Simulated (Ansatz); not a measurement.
# BHO (singlet): from Hartree-Fock to the top rungs at distance B1–O2 = 0.970 Å, 6-31G

The task here is to estimate one member of a computed series from the others.

The runs use Ansatz 0.2.0, Gaussian basis; 6-31G, core rule «outside noble gas», up to 2 orbitals frozen.

The runs, in order: UHF; CCSD(T) on RHF; BCCD(T) on RHF; CISD; CCSDT(Q) on RHF; CCSDTQ on RHF; CASSCF and MRCISD+Q, 2 electrons in 2 orbitals; CASSCF and NEVPT2, 2 electrons in 2 orbitals; Full CI.

22 further runs of the same task are left out: 8 for a known fault of the program, 8 that didn't finish, 6 set aside as unsound or not needed.

**The system**

The geometry derives from a PBE0/def2-TZVP stationary point (not a proven minimum). One bond is set to the value named and the two fragments are kept rigid.

3 atoms, charge 0, spin multiplicity 1.

Atoms are counted from 1 here; the program's logs count them from 0.

Bond lengths: B1–O2 0.970 Å, B1–H3 1.173 Å. Angles: O2–B1–H3 180.0°.

The first run:

in.yaml

```yaml
crystal:
  periodic: [false, false, false]
  atoms:
    - {symbol: B, position_ang: [0.000000, 0.000000, -0.067569]}
    - {symbol: O, position_ang: [0.000000, 0.000000, -1.037569]}
    - {symbol: H, position_ang: [0.000000, 0.000000, 1.105138]}
basis:
  gaussian: {orbitals: 6-31G}
magnetization: {spin_polarized: true, initial_magnetization: 0}
hamiltonian: {xc: hf}
output: {orbitals: {seedname: orbitals}}
```

Launch:

```bash
$ ansatz run in.yaml --threads 1 --pin off --events-out ev --progress --plain --max-ram 2393MiB
```

Among the steps run: UHF; CCSD(T) on RHF; BCCD(T) on RHF; CISD; CCSDT(Q) on RHF; CCSDTQ on RHF; CASSCF and MRCISD+Q, 2 electrons in 2 orbitals; CASSCF and NEVPT2, 2 electrons in 2 orbitals; Full CI.

One of the session's tables, all rows but one given; the rest of the session is left out.

| method | from FCI (kJ/mol) |
| --- | --- |
| RHF | +461.6 |
| RMP2 | +28.9 |
| CISD | +33.9 |
| RCCSD | ? |
| RCCSD(T) | +1.9 |
| BCCD(T) | +1.8 |
| RCCSDT | +1.0 |
| RCCSDT(Q) | -0.1 |
| RCCSDTQ | 0.0 |
| CASSCF pair | +413.0 |
| NEVPT2 pair | +22.5 |
| MRCISD pair | +27.8 |
| MRCISD+Q pair | +6.5 |
| FCI | 0 |

Q: Estimate the row for RCCSD from the others.

As computed: from FCI (kJ/mol): +11.3. In the column «from FCI (kJ/mol)» it lies between MRCISD+Q pair (+6.5) and NEVPT2 pair (+22.5).
